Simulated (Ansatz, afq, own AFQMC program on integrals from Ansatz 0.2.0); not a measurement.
AFQMC on a folder of integrals that Ansatz 0.2.0 wrote.

```yaml
crystal:
  periodic: [false, false, false]
  atoms:
    - {symbol: Ge, position_ang: [0.000000, -0.039503, 0.351362]}
    - {symbol: O, position_ang: [0.000000, 0.095211, -1.664141]}
    - {symbol: H, position_ang: [0.000000, 1.335579, 1.093626]}
basis:
  gaussian: {orbitals: cc-pVDZ}
magnetization: {spin_polarized: false, initial_magnetization: 3}
correlation: {method: ccsd_t, electrons: outside_noble_gas, hamiltonian_folder: ham}
```

```sh
$ ansatz run in.yaml --threads 1 --pin off --events-out ev --progress --plain --max-ram 1382MiB
```

afq runs on the folder ham with

```
--method phaseless --trial cisd --walkers 60 --populations 1 --least-time 40 --time-step 0.005 --steps-per-block 50 --equilibration-blocks 28 --max-blocks 300 --target-error 0.0004 --factor-cut 1e-05 --start spin_pure --seed 2765 --release-times 0.24,0.51,0.99,1.62,2.4 --release-step 0.03 --release-every 4 --taylor-order 6
```

Times are imaginary, in 1/Eh. The walk had a cap of 766 s. Filled inner d shells are frozen with the cores.

Output of the walk:

```
orbitals 31  electrons 7 4  factors 230 of 500
reference energy -2150.65428612 Eh
CCSD correlation -0.23808690 Eh in 16 cycles, weight of the determinant in the CISD state 0.8764
energy of the start -2150.892371 Eh
 block  time / (1/Eh)  mean weight  energy / Eh
     1     0.250  0.9969  -2150.890123
     2     0.500  0.9993  -2150.892518
     3     0.750  1.0000  -2150.897380
     4     1.000  1.0020  -2150.898026
     5     1.250  0.9993  -2150.895718
     8     2.000  0.9979  -2150.895952
    17     4.250  1.0012  -2150.893209
    41    10.250  1.0011  -2150.903881
    65    16.250  0.9985  -2150.900171
    89    22.250  1.0014  -2150.892153
   113    28.250  1.0021  -2150.897782
   137    34.250  0.9995  -2150.903949
   145    36.250  0.9981  -2150.890455
   161    40.250  0.9992  -2150.902471
   185    46.250  0.9978  -2150.900536
   209    52.250  0.9978  -2150.908242
   233    58.250  0.9988  -2150.898852
   257    64.250  1.0000  -2150.907193
   281    70.250  1.0027  -2150.908687
   305    76.250  0.9989  -2150.898014
   321    80.250  0.9978  -2150.904195
blocks merged  error / Eh  count
     1  0.000376  300
     2  0.000456  150
     4  0.000523  75
     8  0.000645  37
    16  0.000631  18
    32  0.000741  9
released: time / (1/Eh)  energy / Eh  error  mean overlap
  0.24  -2150.899544  0.000816  1.0074
  0.51  -2150.900689  0.000690  1.0071
  0.99  -2150.901266  0.000545  1.0029
  1.62  -2150.901232  0.000565  1.0174
  2.40  -2150.900144  0.000844  1.0272
energy -2150.899295 +/- 0.000645 Eh
(rows thinned)
```

The run passed its tests (sampling time, drift between the halves within three errors, error under three times the target), which doesn't prove that it has relaxed.

Against this walk (error 17.5 meV) on the same determinant: CCSD(T) 14.6 meV higher (within the noise), CCSDT(Q) 39.9 meV lower. The error is statistical and leaves out the bias of the constraint. Released to 2.40 1/Eh the energy moves by -23 ± 29 meV (both errors), within twice the noise.

Cautions: constraint bias not in the error; error above the target (17.5 against 10.9 meV); no relativity below Rb; no spin-orbit coupling; inner d shell frozen; lower spins were not checked; a spin-contaminated unrestricted determinant lies lower (UHF 266 meV lower, ⟨S²⟩ 3.80).

The walk took 5.5 min on 1 thread of Arm Neoverse V1 (shared host). The log's last line is the phaseless energy.

CCSDT and higher add their correlation energy to the determinant of the CCSD(T) run, since their own runs factorise the integrals more tightly (a shift of under 2 meV). A walk keeps the symmetry of its determinant, which the program's search chose and which needn't be the lowest solution, so a lower state of the same spin and another symmetry isn't excluded.
